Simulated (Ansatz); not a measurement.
**CH3AlO: ladder of basis sets from a Python script**

How does the energy of CH3AlO converge with the basis? Wanted for CH3AlO: a ladder of basis sets. SMILES: O=[CH][AlH2].

Computed with the Python package of Ansatz 0.2.0. The levels of theory stand in the script.

**1. The structure**

Bond lengths: O1–C2 1.266 Å, C2–Al3 1.968 Å, C2–H4 1.055 Å, Al3–H5 1.587 Å, Al3–H6 1.626 Å. Angles: O1–C2–Al3 121.4°, O1–C2–H4 119.4°, Al3–C2–H4 119.0°, C2–Al3–H5 120.6°, C2–Al3–H6 119.4°, H5–Al3–H6 119.9°.

No structure file is read: the coordinates are typed or built in the script.

**2. The script**

File ch3alo_basis.py:

```python
# -*- coding: utf-8 -*-
'''Basis-set convergence for CH3AlO.'''

import ansatz as az

params = {
    'functional': 'b3lyp',
}

GEOMETRY = '''
O     0.23630   -1.73630    0.99580
C    -0.12880   -1.05990   -0.01020
Al    0.04770    0.90030   -0.04610
H    -0.44260   -1.56050   -0.88370
H    -0.32760    1.72150   -1.35110
H     0.65710    1.67100    1.24920
'''

system = az.Crystal.molecule()
for line in GEOMETRY.strip().splitlines():
    symbol, *xyz = line.split()
    system = system.atom(symbol, [float(v) for v in xyz])

model = system.calculation().functional(params['functional'])

energies = {}
for basis in ['STO-3G', '6-31G', '6-31G*', 'def2-SVP', 'def2-SVPD', 'def2-TZVP', 'def2-TZVPP']:
    rep = model.basis(gaussian=basis).run(threads=1).report
    size = rep['n_frozen'] + rep['n_occupied'][0] + rep['n_virtual'][0]
    energies[basis] = (rep['reference_energy_ev'] / 27.211386246, rep['free_energy_ev'] / 27.211386246)
    print(f'{basis:14s} {size:4d} orbitals  reference {energies[basis][0]:14.6f} Ha  total {energies[basis][1]:14.6f} Ha')

last = energies['def2-TZVPP'][1]
for basis, (_, total) in energies.items():
    print(f'{basis:14s} lies {27.211386 * (total - last):9.4f} eV above def2-TZVPP')
```

**3. What the engine is handed**

The package turns the script's settings into the engine's input (first run):

```yaml
crystal:
  periodic: [false, false, false]
  atoms:
    - { symbol: O, position_ang: [0.2363, -1.7363, 0.9958] }
    - { symbol: C, position_ang: [-0.1288, -1.0599, -0.0102] }
    - { symbol: Al, position_ang: [0.0477, 0.9003, -0.0461] }
    - { symbol: H, position_ang: [-0.4426, -1.5605, -0.8837] }
    - { symbol: H, position_ang: [-0.3276, 1.7215, -1.3511] }
    - { symbol: H, position_ang: [0.6571, 1.671, 1.2492] }
basis:
  gaussian:
    orbitals: STO-3G
hamiltonian:
  xc: b3lyp
```

**4. Launch**

Started as:

```bash
$ python ch3alo_basis.py
```

What it wrote:

```text
STO-3G           22 orbitals  reference    -353.060222 Ha  total    -353.060222 Ha
6-31G            37 orbitals  reference    -357.453315 Ha  total    -357.453315 Ha
6-31G*           55 orbitals  reference    -357.506357 Ha  total    -357.506357 Ha
def2-SVP         61 orbitals  reference    -357.358577 Ha  total    -357.358577 Ha
def2-SVPD        91 orbitals  reference    -357.371537 Ha  total    -357.371537 Ha
def2-TZVP       117 orbitals  reference    -357.583119 Ha  total    -357.583119 Ha
def2-TZVPP      146 orbitals  reference    -357.584056 Ha  total    -357.584056 Ha
STO-3G         lies  123.0998 eV above def2-TZVPP
6-31G          lies    3.5577 eV above def2-TZVPP
6-31G*         lies    2.1143 eV above def2-TZVPP
def2-SVP       lies    6.1356 eV above def2-TZVPP
def2-SVPD      lies    5.7829 eV above def2-TZVPP
def2-TZVP      lies    0.0255 eV above def2-TZVPP
def2-TZVPP     lies    0.0000 eV above def2-TZVPP
```

Run time: 10 s. Hardware: 1 thread of Arm Neoverse V1, shared host; peak memory 0.28 GiB.

**5. Inputs of later runs**

The engine's inputs for some of the other runs:

Run 2, against run 1:

```diff
@@ -12 +12 @@
-    orbitals: STO-3G
+    orbitals: "6-31G"
```

Run 6, against run 1:

```diff
@@ -12 +12 @@
-    orbitals: STO-3G
+    orbitals: def2-TZVP
```

Run 7, against run 1:

```diff
@@ -12 +12 @@
-    orbitals: STO-3G
+    orbitals: def2-TZVPP
```

**6. What each run gave**

The 7 runs, in the order started:

```csv
run,basis,energy (eV),SCF cycles,CPU time (s)
1,STO-3G,-9607.2581,14,0.48
2,6-31G,-9726.8002,16,0.79
3,6-31G*,-9728.2436,17,1.1
4,def2-SVP,-9724.2223,16,1
5,def2-SVPD,-9724.5749,15,2.1
6,def2-TZVP,-9730.3324,16,1.9
7,def2-TZVPP,-9730.3579,16,2.5
```

**7. Results**

| quantity | value |
| --- | --- |
| runs compared | 7 |
| change of the total from set to set | -119.542, -1.443, +4.021, -0.353, -5.757, -0.025 eV |

Against STO-3G: 6-31G -4393.1 mHa, 6-31G* -4446.1 mHa, def2-SVP -4298.4 mHa, def2-SVPD -4311.3 mHa, def2-TZVP -4522.9 mHa and def2-TZVPP -4523.8 mHa. The last step alone is -0.94 mHa (these two sets differ little on atoms other than hydrogen). Caveats:
- The drop along the ladder measures the basis error, and is no property of the molecule.
- The geometry is a force-field or estimated start, not a minimum of this method, and the last set is no limit. Much of the fall in a total is atomic energy, which cancels in bond and reaction energies.
- b3lyp holds the VWN-RPA fit, as in Gaussian; the form of ORCA and Turbomole is b3lyp5.
- Totals across families of basis sets mostly measure their core functions.
